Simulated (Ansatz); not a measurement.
Rock-salt SnTe (cubic form, which distorts at low temperature), treated with B3LYP (VWN-RPA form) (plane waves, PAW; Ansatz, an electronic-structure program).

Numerical settings: plane-wave cutoff 520 eV, 8×8×8 k mesh, scalar-relativistic PAW data made under PBE.

Computed at the level's own relaxed cell.

Hill averages of the elastic tensor: K = 37.2 GPa, G = 26.3 GPa. Volume 34.732 Å³/atom, mean atomic mass 123.155 u.

Work out the density, the sound velocities of a polycrystal and the elastic Debye temperature at this level.

ρ = 1.66054 × 123.155/34.732 = 5.888 g/cm³. v_l = √[(K + 4G/3)/ρ] = 3.503 km/s and v_t = √(G/ρ) = 2.113 km/s. The mean follows from 3/v_m³ = 1/v_l³ + 2/v_t³: v_m = 2.336 km/s. Θ_D = (ħ/k_B) v_m (6π²/V)^(1/3) = 76.38 K Å s/km × 2.336 × 1.1946 Å⁻¹ = 213 K, counting all atoms of the cell.

Note: symmetry holds this phase in the static calculation, where it need not be a minimum.
